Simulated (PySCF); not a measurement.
Gas-phase reaction: Al + 3 H = AlH₃

Energies from PySCF (xtb for GFN2), thermal terms from the rigid-rotor harmonic-oscillator model, ideal gas at 1 bar. † marks an energy on the PBE0/def2-TZVP geometry and frequencies; other levels use their own. 6-31G* has spherical d functions here. Open shells (unrestricted): Al (multiplicity 2, electronic degeneracy 6), H (multiplicity 2); the rest are closed-shell singlets. GFN2 has no spin-polarisation term. Spin-orbit splitting is ignored; it lowers the true energy and changes the entropy of Al. B3LYP is the form with VWN-RPA correlation. AlH₃: computed as isolated molecules; such fragments, hydroxides, amides, oligomers or adducts are transient or little studied in the gas. The harmonic model lacks anharmonicity and excited electronic states, which grow with temperature; levels with a mode under 35 cm⁻¹ are left out.

```json
[
 {"level": "B3LYP/6-31G*", "ΔE electronic, kJ": "-882", "ΔH°(298 K), kJ": "-847", "ΔS°(298 K), J/K": "-301", "ΔG°(1600 K), kJ": "-328"},
 {"level": "BLYP/def2-TZVP†", "ΔE electronic, kJ": "-871", "ΔH°(298 K), kJ": "-837", "ΔS°(298 K), J/K": "-301", "ΔG°(1600 K), kJ": "-317"},
 {"level": "GFN2-xTB", "ΔE electronic, kJ": "-1318", "ΔH°(298 K), kJ": "-1287", "ΔS°(298 K), J/K": "-302", "ΔG°(1600 K), kJ": "-768"},
 {"level": "HF/6-31G*", "ΔE electronic, kJ": "-694", "ΔH°(298 K), kJ": "-657", "ΔS°(298 K), J/K": "-302", "ΔG°(1600 K), kJ": "-135"},
 {"level": "M06-2X/def2-TZVP†", "ΔE electronic, kJ": "-873", "ΔH°(298 K), kJ": "-839", "ΔS°(298 K), J/K": "-301", "ΔG°(1600 K), kJ": "-319"},
 {"level": "PBE/def2-TZVP†", "ΔE electronic, kJ": "-851", "ΔH°(298 K), kJ": "-816", "ΔS°(298 K), J/K": "-301", "ΔG°(1600 K), kJ": "-297"},
 {"level": "PBE0/def2-QZVP†", "ΔE electronic, kJ": "-859", "ΔH°(298 K), kJ": "-825", "ΔS°(298 K), J/K": "-301", "ΔG°(1600 K), kJ": "-305"},
 {"level": "PBE0/def2-SVP†", "ΔE electronic, kJ": "-858", "ΔH°(298 K), kJ": "-824", "ΔS°(298 K), J/K": "-301", "ΔG°(1600 K), kJ": "-304"},
 {"level": "r2SCAN/def2-TZVP†", "ΔE electronic, kJ": "-884", "ΔH°(298 K), kJ": "-850", "ΔS°(298 K), J/K": "-301", "ΔG°(1600 K), kJ": "-330"},
 {"level": "LDA/def2-TZVP†", "ΔE electronic, kJ": "-940", "ΔH°(298 K), kJ": "-906", "ΔS°(298 K), J/K": "-301", "ΔG°(1600 K), kJ": "-386"},
 {"level": "ωB97M-V/def2-TZVP†", "ΔE electronic, kJ": "-893", "ΔH°(298 K), kJ": "-859", "ΔS°(298 K), J/K": "-301", "ΔG°(1600 K), kJ": "-339"}
]
```
ΔH° is lowest at GFN2-xTB and highest at HF/6-31G*. No reference value is set beside these.
